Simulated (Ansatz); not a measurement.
Results of PBEsol (Ansatz, a first-principles code, PAW) for 1T (CdI2-type) HfTe2.

Numerical settings: plane-wave cutoff 520 eV, 18×18×8 k mesh (along the axes of the cell as run), Fermi–Dirac smearing 0.05 eV, scalar-relativistic PAW data made under PBE.

Energies at three volumes about the minimum:

```csv
V (Å³/atom),E − E_lowest (meV/atom)
28.166,1.01
28.741,0.00
29.316,0.82
```

### Question
Fit a parabola by hand: where is the minimum, and what is the bulk modulus?

### Answer
Slopes: (0.00 − 1.01)/(28.741 − 28.166) = -1.757 and (0.82 − 0.00)/(29.316 − 28.741) = 1.426 meV/Å³. Curvature E″ = 2 × (1.426 − (-1.757))/(29.316 − 28.166) = 5.536 meV/Å⁶. From the middle of the first interval, the slope vanishes at V0 = 28.4535 − (-1.757)/5.536 = 28.771 Å³/atom. B = V0 E″ = 28.771 × 5.536 meV/Å³ × 0.1602 GPa per meV/Å³ = 25.5 GPa. The full Birch–Murnaghan fit to all volumes gives V0 = 28.747 Å³/atom and B0 = 25.1 GPa.

Shape and atoms are relaxed at each volume.

Note: the cell comes from a level without a dispersion term, which matters for the spacing of layers, chains or molecules; the relaxation could not lower the start's symmetry, so the cell can be a saddle point above a distorted one.
